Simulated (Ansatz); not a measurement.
## Cs₂Cl₃: from a trial structure to a relaxed crystal

Method: DFT PBE, scalar-relativistic, plane waves, PAW in Ansatz 0.2.0.

Cs₂Cl₃ was placed on the sites of a reported Ga3Ni2 cell (P-3m1, No. 164), with Cs in place of Ni, Cl in place of Ga, at a guessed volume.

The final relaxation ran on this input, with the default PAW datasets:

```yaml
crystal:
  lattice:
    - [5.9915913752, 0.0, 0.0]
    - [-2.9957956876, 5.18887034, 0.0]
    - [0.0, 0.0, 7.0519196653]
  atoms:
    - { symbol: Cs, position: [0.3333333333, 0.6666666667, 0.2216042971] }
    - { symbol: Cs, position: [0.6666666667, 0.3333333333, 0.7783957029] }
    - { symbol: Cl, position: [0.0, 0.0, 0.0] }
    - { symbol: Cl, position: [0.3333333333, 0.6666666667, 0.7171123963] }
    - { symbol: Cl, position: [0.6666666667, 0.3333333333, 0.2828876037] }
basis:
  ecutwfc: 420
kpoints:
  mp_grid: { grid: [6, 6, 6] }
hamiltonian:
  xc: pbe
scf:
  occupations: { method: gaussian, width: 0.1 }
output:
  forces: true
  stress: true
  eigenvalues: true
relax:
  adjacent_minimum: "off"
  f_tol: 0.01
  max_steps: 80
  cell: { stress_tol: 0.05 }
```

Launched as:

```bash
ansatz run input.yaml --threads 1 --pin off --max-ram 2560MiB --backend cpu --events-out ev --progress --plain --runs-dir out
```

It took 18 s on 1 thread of AMD EPYC 9B45 (Zen 5), on a shared host, peak memory 0.59 GiB.

End of the output:

```
SCF converged after 7 iterations
Free energy (F): -14587.059476 eV
Harris-Foulkes:  -14587.059476 eV  (|F-HF|=0.00e0)
Internal energy: -14586.965312 eV  (E = F + TS)
E sigma→0 (E₀):  -14587.012394 eV
Entropy (-TS):   -0.094164 eV (-18.833 meV/atom)
Fermi energy:    0.033095 eV
--- Per-component energies (eV) ---
  E_band       = -219.948423
  E_kinetic    = 766.069318
  E_local      = -1492.590275  (includes V_loc(G=0)·N_el)
  E_nonlocal   = 145.729413
  E_hartree    = 505.031903
  E_xc         = -669.190191
  E_vxc        = -617.588969  (∫ρ·V_xc dr)
  E_paw        = -12110.898701  (= ΣΔE_a)
  E_vpaw       = -31.631995  (= ΣTr[D̂ρ^β])
  E_aug_tail   = 0.000269  (compensation charges beyond the density's cutoff)
  E_ewald      = -1731.117047
  E_smearing   = -0.094164  (= −TS)
  E_closure    = 0.000000  (closes the sum)
  Σ components = -14587.059476   (vs F -14587.059476, Δ=0.00e0)
--- Forces (eV/Å), atoms counted from 1 ---
  atom   1  Cs     0.00000000     0.00000000     0.00958608
  atom   2  Cs     0.00000000     0.00000000    -0.00958608
  atom   3  Cl     0.00000000     0.00000000     0.00000000
  atom   4  Cl     0.00000000     0.00000000    -0.00792573
  atom   5  Cl     0.00000000     0.00000000     0.00792573
  max |Σ_I F_I| component: 5.20e-18 eV/Å
--- Stress (GPa, compression-positive) ---
       -0.004470       0.000000       0.000000
        0.000000      -0.004470       0.000000
        0.000000       0.000000       0.002505
  P = ⅓ Tr σ = -0.0021 GPa (-0.021 kbar)
--- Relaxed structure (4 steps of the walk, 4 accepted, 1 SCFs on fresh bases) ---
  F+E_penalty+E_count = -14587.05947559 eV   max|allowed force component| = 9.586e-3 eV/Å   (the final SCF, on the basis selected at the relaxed cell)
  cell:  # Å, volume = 221.0777 Å³
    - [5.971288, 0.0, 0.0]
    - [-2.985644, 5.171287, 0.000000]
    - [0.0, 0.000000, 7.159426]
  atoms:
    - { symbol: Cs, position: [0.333333, 0.666667, 0.221627] }
    - { symbol: Cs, position: [0.666667, 0.333333, 0.778373] }
    - { symbol: Cl, position: [0.000000, 0.000000, 0.000000] }
    - { symbol: Cl, position: [0.333333, 0.666667, 0.720355] }
    - { symbol: Cl, position: [0.666667, 0.333333, 0.279645] }
```

Total energies depend on the potentials used, so only differences within one code and one set of settings carry meaning.

The result has space group P-3m1 (No. 164). Cs is coordinated by 8 Cl at 3.47–3.80 Å; Cl on Wyckoff site a (1 atom of the primitive cell) is coordinated by 6 Cs at 3.80 Å and 6 Cl at 3.99 Å; around Cl on Wyckoff site d (2 atoms of the primitive cell) lie 5 Cs at 3.47–3.59 Å and 3 Cl at 3.99 Å.

Against the elements it lies at -1.43 eV/atom. The zero of energy is the elements' standard structures at the same level (Cl₂ as a molecule); no fitted shifts are applied.

The k mesh leaves about 4 meV/atom of noise in metals.

A structure relaxed within its symmetry needn't be a true minimum.